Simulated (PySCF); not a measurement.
H2S.
InChI=1S/H2S/h1H2

Computed, not measured: PBE0-D3(BJ)/def2-SVP geometry optimisation, gas phase (PySCF).

Take the most abundant isotopes and a rigid rotor. 

What are A, B and C (GHz)?

Ia = 1.66, Ib = 1.90, Ic = 3.56 u·Å²; 505379 MHz·u·Å²/I gives 304145, 265629 and 141793 MHz, that is A = 304.14, B = 265.63, C = 141.79 GHz.

Classify the top.

An asymmetric top; Ray's κ = 0.526.

Give the coordinates in the principal-axis frame, origin at the centre of mass.

The sense of each axis is arbitrary; atoms in the order of the calculation.
| atom | mass (u) | a (Å) | b (Å) | c (Å) |
| --- | --- | --- | --- | --- |
| S1 | 31.972 | 0.000 | 0.056 | 0.000 |
| H2 | 1.008 | 0.972 | -0.880 | 0.000 |
| H3 | 1.008 | -0.971 | -0.881 | 0.000 |

Where do the levels up to J = 4 lie, in MHz?

Above 0(0,0):
J = 1: 1(0,1) 407422, 1(1,1) 445938, 1(1,0) 569774
J = 2: 2(0,2) 1129272, 2(1,2) 1136945, 2(1,1) 1508455, 2(2,1) 1624001, 2(2,0) 1716995
J = 3: 3(0,3) 2125418, 3(1,3) 2126396, 3(1,2) 2809724, 3(2,2) 2846267, 3(2,1) 3165380, 3(3,1) 3395496, 3(3,0) 3455188
J = 4: 4(0,4) 3402101, 4(1,4) 3402204, 4(1,3) 4385955, 4(2,3) 4392643, 4(2,2) 5031555, 4(3,2) 5131390, 4(3,1) 5386005, 4(4,1) 5764474, 4(4,0) 5797679
The levels of one J sum to (2J + 1)J(J + 1)(A + B + C)/3.

Which types of transition are allowed, and where do some lines up to J = 4 fall?

The dipole components are |μa| = 0.00 D, |μb| = 1.35 D, |μc| = 0.00 D; the symmetry axis of this C2v structure is b, so μa and μc vanish by symmetry and there are no a-type or c-type lines. Some lines, for components of 0.1 D or more:

```csv
type,branch,"J(Ka,Kc)",MHz,lower level (cm⁻¹)
b,Q,"2(2,0) ← 2(1,1)",208540,50.317
b,Q,"4(3,1) ← 4(2,2)",354450,167.835
b,Q,"4(4,0) ← 4(3,1)",411674,179.658
b,R,"1(1,1) ← 0(0,0)",445938,0.000
b,Q,"2(2,1) ← 2(1,2)",487057,37.924
b,Q,"4(4,1) ← 4(3,2)",633084,171.165
b,Q,"4(2,2) ← 4(1,3)",645600,146.300
b,Q,"4(3,2) ← 4(2,3)",738747,146.523
b,Q,"4(2,3) ← 4(1,4)",990439,113.485
b,R,"3(1,3) ← 2(0,2)",997124,37.668
b,R,"2(2,1) ← 1(1,0)",1054227,19.006
b,R,"3(1,2) ← 2(2,1)",1185723,54.171
b,R,"2(2,0) ← 1(1,1)",1271057,14.875
b,R,"4(0,4) ← 3(1,3)",1275705,70.929
b,R,"4(1,4) ← 3(0,3)",1276786,70.896
b,R,"3(2,2) ← 2(1,1)",1337813,50.317
b,R,"4(1,3) ← 3(2,2)",1539688,94.941
b,R,"4(2,2) ← 3(3,1)",1636059,113.262
b,R,"3(3,1) ← 2(2,0)",1678501,57.273
b,R,"4(3,2) ← 3(2,1)",1966009,105.586
b,R,"3(2,1) ← 2(1,2)",2028436,37.924
b,R,"4(2,2) ← 3(1,3)",2905159,70.929
```

Not checked by PBE0-D3(BJ)/def2-SVP frequencies. These are rigid-rotor constants of the computed structure; measured ground-state constants (B0) also hold zero-point vibration.

Time: 1.4 s of wall time; peak memory 0.22 GiB. Hardware: an Arm Neoverse V1 with one thread, no GPU, shared host. These figures are those of the optimisation.
